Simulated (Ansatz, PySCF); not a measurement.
CN, SMILES [C]#N (connectivity only; charge and spin as stated), charge -1, multiplicity 1. Atoms are numbered in the order given.

```xyz
2

C      0.0000     0.0000    -0.6311
N      0.0000     0.0000     0.5388
```
Charge -1, spin multiplicity 1.

Geometry optimised at B3LYP-D3(BJ)/def2-TZVPD.

Two levels are set side by side: PBE-D3(BJ)/def2-TZVPD (Ansatz, a quantum-chemistry and plane-wave program) and B3LYP-D3(BJ)/def2-TZVPD (Ansatz). Each level has its own optimised geometry; the coordinates shown are those of the second. Frequencies come from the Hessian of PySCF at each geometry. Differences are taken from unrounded values.

```tsv
quantity	B3LYP-D3(BJ)	PBE-D3(BJ)	PBE-D3(BJ) minus B3LYP-D3(BJ)
bond C1–N2 (Å)	1.170	1.181	0.011
highest harmonic wavenumber (cm⁻¹)	2142	2068	-74
mean harmonic wavenumber (cm⁻¹)	2142	2068	-74
zero-point energy (kcal/mol)	3.06	2.96	-0.11
```
